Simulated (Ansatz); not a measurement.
in.yaml

```yaml
crystal:
  periodic: [false, false, false]
  atoms:
    - {symbol: Ti, position_ang: [0.000000, 0.000000, 0.000000]}
    - {symbol: Si, position_ang: [0.000000, 0.000000, 2.461600]}
basis:
  gaussian: {orbitals: def2-SVP}
total_charge: 1
magnetization: {spin_polarized: false, initial_magnetization: 3}
correlation: {method: fci, electrons: outside_noble_gas}
```

```sh
$ ansatz run in.yaml --threads 2 --pin off --events-out ev --progress --plain --max-ram 24576MiB --backend cuda --devices 0, --max-vram 18GiB
```

(1) Roughly how long does this take on 2 threads of AMD EPYC 7R13 with a shared H100 80 GB, shared host, and how much host memory?

```
845 factors; integrals over basis functions are off by at most 1.9e-7 eV
mean field evaluation 1: about -30927.8073 eV, gradient 2.2e1 eV
mean field evaluation 2: about -30927.8524 eV, gradient 2.2e1 eV
mean field evaluation 4: about -30931.9499 eV, gradient 6.9e0 eV
mean field evaluation 8: about -30933.0773 eV, gradient 2.8e0 eV
mean field evaluation 16: about -30933.1923 eV, gradient 3.3e-1 eV
mean field evaluation 32: about -30934.5925 eV, gradient 1.3e-5 eV
mean field evaluation 64: about -30934.3642 eV, gradient 9.2e-2 eV
mean field evaluation 96: about -30934.4711 eV, gradient 1.1e-1 eV
mean field evaluation 128: about -30934.1126 eV, gradient 4.9e-1 eV
mean field evaluation 160: about -30934.4714 eV, gradient 2.1e-1 eV
mean field evaluation 192: about -30934.3626 eV, gradient 4.4e-1 eV
mean field evaluation 224: about -30934.5844 eV, gradient 1.4e0 eV
mean field evaluation 256: about -30934.5603 eV, gradient 1.1e0 eV
mean field evaluation 288: about -30934.3633 eV, gradient 1.9e-1 eV
mean field evaluation 320: about -30934.0495 eV, gradient 3.0e-5 eV
mean field evaluation 352: about -30933.7586 eV, gradient 7.9e-1 eV
mean field evaluation 384: about -30934.0306 eV, gradient 4.8e-1 eV
mean field evaluation 416: about -30927.8072 eV, gradient 2.2e1 eV
mean field evaluation 448: about -30933.2412 eV, gradient 2.1e0 eV
mean field evaluation 480: about -30933.3610 eV, gradient 6.0e-1 eV
mean field -30934.59251497 eV, -1136.8253067051 hartree, gradient 2.7e-6 eV, S^2 3.750000; 29 other end points of the search recorded, 0 dependent functions left out
mean field evaluation 512: about -30933.1212 eV, gradient 1.4e0 eV
mean field evaluation 544: about -30935.1480 eV, gradient 1.3e-1 eV
determinant -30934.59251497 eV, -1136.8253067051 hartree, with singles and doubles -30937.83852758 eV, -1136.9445954685 hartree
determinant -30934.04953818 eV, -1136.8053526762 hartree, with singles and doubles -30937.03856987 eV, -1136.9151975647 hartree
determinant -30933.33672593 eV, -1136.7791573092 hartree, with singles and doubles -30937.21189418 eV, -1136.9215671159 hartree
unrestricted determinant -30935.15329747 eV, -1136.8459150819 hartree, S^2 4.5790
14 core orbitals not correlated: weight in the atoms' cores, before any rotation towards them, 1.000 or more for the frozen orbitals, at most 0.000 for the correlated occupied ones
reference -30934.59251497 eV, -1136.8253067051 hartree; 5, 2 occupied and 30, 33 virtual orbitals, 845 factors
state -30938.42899649 eV, -1136.9662948008 hartree
Total energy: -30938.42899649 eV, -1136.9662948008 hartree
```

Natural occupations: 1.9280 1.7290 0.9690 0.8925 0.8865 0.1956 0.1333 0.1229 0.0332 0.0161 0.0159 0.0134 0.0129 0.0089 0.0079 0.0062 0.0050 0.0047 0.0045 0.0035 0.0015 0.0015 0.0015 0.0011.

Answers

(1) 4.6 min wall and 2.2 GiB.
